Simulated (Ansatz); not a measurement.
**O–B–SiH⁺, doublet: the ladder up to UCCSDT(Q)**

Geometry: that of the O–B–SiH, singlet, kept fixed.

```xyz
4

O     0.0000    0.0231    1.9166
B     0.0000    0.0406    0.7114
Si    0.0000   -0.0805   -1.3157
H     0.0000    1.4394   -1.3921
```

Basis cc-pVDZ; Ansatz 0.2.0. Correlated methods freeze the noble-gas cores, which leaves 13 electrons in 44 orbitals. Prefix R: restricted or restricted open-shell reference; prefix U: unrestricted. Active spaces: frontier = (9e, 9o) about the gap.

Full CI isn't at hand for all of this; UCCSDT(Q) serves as the reference, and is uncertain by the last step of the cluster series or more. The frozen core follows each run's orbitals, which can shift R against U totals by a few meV.

For open shells CISD is restricted-active-space CI with the open shells as a complete middle space.

The UHF ⟨S²⟩ is 0.763, the T1 diagnostic (RCCSD) is 0.0327 and the largest doubles amplitude (RCCSD) is 0.064. The T1 diagnostic (UCCSD) is 0.0309.

```csv
level,E − E(RHF) (eV)
UHF,-0.0579
RMP2,-8.8190
UMP2,-8.8189
RCCSD,-9.2977
UCCSD,-9.3003
RCCSD(T),-9.6836
UCCSD(T),-9.6832
```

Q: Estimate how far UCCSDT(Q) in cc-pVDZ lies from RCCSD(T). The table doesn't fix it; the size of (T) and the diagnostics are the guide.

A: UCCSDT(Q) in cc-pVDZ lies 83 meV below RCCSD(T), which is 21 % of the (T) step (-386 meV). T1 is raised, but (T) still catches most of what CCSD lacks. The miss exceeds 1 kcal/mol.

The other levels:

```tsv
level	E − E(UCCSDT(Q)) (meV)	share of correlation (%)	wall time
CISD	1374	85.93	5.5 s
BCCD(T)	83	99.16	9.5 s
RCCSDT	48	99.51	–
UCCSDT	47	99.52	–
RCCSDT(Q)	15	99.85	93 s
CASSCF (frontier space)	5894	39.65	–
NEVPT2 (frontier space)	1438	85.28	13 s
NEVPT4(SD) (frontier space)	291	97.02	15 s
MRCISD (frontier space)	536	94.52	–
MRCISD+Q (frontier space)	103	98.95	17 s
```

The correlation energy at UCCSDT(Q), counted from RHF, is -9.766 eV. That run took 96 s on 1 thread of Arm Neoverse V1, shared host.

Times hold each run's SCF and search for its determinant on a shared host, so for small cases they say little of a method's own cost; they ran on 1 thread of Arm Neoverse V1. Some runs computed forces too.
